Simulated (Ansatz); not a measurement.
Correlation energies of H6NPSi (`N[SiH2]P`) by basis set

```xyz
9

N     0.5467    1.4744    0.0547
Si   -0.4593    0.1188    0.3733
P    -0.2307   -1.3379   -1.3358
H     1.5474    1.3795    0.0034
H     0.2827    2.3857    0.3910
H    -1.8587    0.6195    0.4030
H    -0.1956   -0.5687    1.6727
H     1.1136   -1.6427   -0.9803
H    -0.7461   -2.4286   -0.5820
```

Total charge 0; spin multiplicity 1. All single points use the PBE0-D4/def2-TZVP geometry. It is one conformer, not always the lowest. Frozen core, restricted reference, the Gaussian-basis code of Ansatz. CBS rows extrapolate triple and quadruple zeta; past MP2 they add the triple-zeta difference.

```json
{"basis": "def2-SVP", "HF (Eh)": "-687.39416", "MP2 corr.": "?", "CCSD corr.": "-0.44679", "(T)": "-0.01165", "CCSD(T) total": "?"}
{"basis": "def2-TZVPP", "HF (Eh)": "-687.68954", "MP2 corr.": "-0.50288", "CCSD corr.": "?", "(T)": "-0.02104", "CCSD(T) total": "?"}
{"basis": "def2-QZVPP", "HF (Eh)": "?", "MP2 corr.": "?", "CCSD corr.": "–", "(T)": "–", "CCSD(T) total": "–"}
{"basis": "CBS(def2)", "HF (Eh)": "-687.71469", "MP2 corr.": "-0.56836", "CCSD corr.": "-0.61572", "(T)": "as TZ", "CCSD(T) total": "-688.35145"}
```

(1) Fill in the withheld values. (Best estimate.)

Answers

(1) Computed: def2-SVP MP2 corr.: -0.39611; def2-SVP CCSD(T) total: -687.85260; def2-TZVPP CCSD corr.: -0.55024; def2-TZVPP CCSD(T) total: -688.26082; def2-QZVPP HF (Eh): -687.71164; def2-QZVPP MP2 corr.: -0.54050.
